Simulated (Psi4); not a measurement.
## Exact exchange and the dipole moment of MgH

MgH has 2 atoms, charge 0, and is taken as a doublet. SMILES: `[MgH]`. Geometry: relaxed at PBE0-D4/def2-TZVP.

The dipole moment y, in D, basis cc-pVTZ; a is the functional's share of exact exchange. Programs: Psi4 1.11.

| functional | program | a | y (D) |
| --- | --- | --- | --- |
| U-revPBE | Psi4 | 0 | 1.12 |
| UBLYP | Psi4 | 0 | 1.21 |
| UTPSSh | Psi4 | 0.1 | 1.15 |
| UB3LYP | Psi4 | 0.2 | 1.30 |
| UPBE0 | Psi4 | 0.25 | ? |
| UBHLYP | Psi4 | 0.5 | 1.38 |

Problem. Fit y = c + s·a to the known rows and predict UPBE0.

Solution. 
1. Means of the 5 rows: a = 0.1600, y = 1.232.
2. Σ(Δa)² = 0.172, Σ(Δa·Δy) = 0.0794, so the slope is 0.0794/0.172 = 0.46163.
3. Intercept: 1.232 − (0.46163) × 0.1600 = 1.158. The largest residual of the fit is 0.054.
4. UPBE0: 1.158 + (0.46163) × 0.25 = 1.27 D.

The run gave 1.22 D, so the prediction is off by +0.05 D, within the largest residual. More exact exchange makes the molecule more polar here. The rows mix families of semi-local functionals, which the line can't see.
